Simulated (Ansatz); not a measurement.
**HCl with SO₂: structure and interaction energy**

Aim: relax the pair, then compute its interaction energy with counterpoise at many levels, up to CCSD(T).

Method: PBE0-D4 structure, single points in def2-TZVPPD; program: Ansatz 0.2.0, Gaussian basis.

Levels: PBE-D4, revPBE-D4, BLYP-D4, r2SCAN-D4, B97M-V, PBE0-D4, B3LYP-D4, HSE06-D4, wB97X-V, wB97M-V, B2PLYP, Hartree-Fock, MP2, CCSD, CCSD(T). The reference is CCSD(T) extrapolated to the basis limit.

Correlated methods freeze the cores. B3LYP uses VWN-RPA correlation. B2PLYP carries no dispersion term here.

176 further runs of the same task are left out: 176 set aside as unsound or not needed. Runs told in other sessions of the task aren't counted.

**1. The system as given**

The pair, from a GFN2-xTB docking trial: 5 atoms, charge 0, spin multiplicity 1.

Atoms are counted from 1 here; the program's logs count them from 0.

Bond lengths: Cl1–H2 1.291 Å, O3–S4 1.443 Å, S4–O5 1.426 Å. Angles: O3–S4–O5 116.0°.

Coordinates:

```xyz
5
ClHO2S
Cl    0.2059   -0.1421   -2.6367
H    -0.2313   -0.1677   -1.4224
O    -0.5299   -0.3089    0.3081
S    -0.1068   -0.2608    1.6865
O     0.6621    0.8795    2.0646
```

Atoms 1 to 2 are fragment A (HCl), the rest fragment B (SO₂).

**2. A first relaxation in a small basis**

File pre/in.yaml:

```yaml
crystal:
  periodic: [false, false, false]
  atoms:
    - {symbol: Cl, position_ang: [0.205900, -0.142100, -2.636700]}
    - {symbol: H, position_ang: [-0.231300, -0.167700, -1.422400]}
    - {symbol: O, position_ang: [-0.529900, -0.308900, 0.308100]}
    - {symbol: S, position_ang: [-0.106800, -0.260800, 1.686500]}
    - {symbol: O, position_ang: [0.662100, 0.879500, 2.064600]}
basis:
  gaussian: {orbitals: def2-SVP}
hamiltonian: {xc: pbe, dispersion: d4}
relax: {f_tol: 0.03, max_steps: 250}
```

On the command line:

```sh
ansatz run in.yaml --threads 4 --pin off --events-out ev --progress --plain --max-ram 9574MiB
```

After this run come: Relaxation at PBE0-D4; PBE-D4/def2-TZVPPD; r2SCAN-D4/def2-TZVPPD; PBE0-D4/def2-TZVPPD; B3LYP-D4/def2-TZVPPD; wB97X-V/def2-TZVPPD; wB97M-V/def2-TZVPPD; B2PLYP/def2-TZVPPD; BLYP-D4/def2-TZVPPD; revPBE-D4/def2-TZVPPD; B97M-V/def2-TZVPPD; HSE06-D4/def2-TZVPPD; CCSD(T)/def2-TZVPPD; MP2/def2-QZVPPD; Hartree-Fock/STO-3G; PBE-D4/STO-3G; B3LYP-D4/6-31G; SPW92/def2-SVP; PBE-D4/def2-SVP; PBE0-D4/def2-SVP; wB97M-V/def2-SVP; CCSD(T)/def2-SVP; Vibrations of the pair.

**Question.** What will these runs give? Wanted: interaction energy, CCSD(T)/CBS; of it Hartree-Fock; D4 term of PBE0-D4; shortest contact; lowest wavenumber.

The runs gave:

```
                        quantity          value
 interaction energy, CCSD(T)/CBS  -11.37 kJ/mol
of it Hartree-Fock (basis limit)   -5.40 kJ/mol
              D4 term of PBE0-D4   -2.90 kJ/mol
                shortest contact   H2–O3 2.06 Å
               lowest wavenumber        25 cm⁻¹
```

In words: The pair is bound by 11.37 kJ/mol at fixed fragment shapes. Hartree-Fock gives 47 % of it, so electrostatics and correlation both count. The functionals run from wB97X-V, off by +0.22 kJ/mol, to B2PLYP, off by +2.06 kJ/mol, against CCSD(T)/CBS. By rung, the mean size of the error is: GGA 0.82, meta-GGA 0.44, hybrid 1.12, screened hybrid 1.14, range-separated hybrid 0.27, double hybrid 2.06 kJ/mol. The double hybrids carry no dispersion term here, unlike the levels marked D4 or V. PBE-D4 gives an interaction energy 1.41 kJ/mol too low, an error of 12 % of the reference. CCSD(T) moves by -1.39 kJ/mol from triple zeta to the limit; gaps between functionals far smaller than that don't rank them. A lower arrangement may exist. The restricted Hartree–Fock reference is unstable towards an unrestricted one at one or more of these structures.
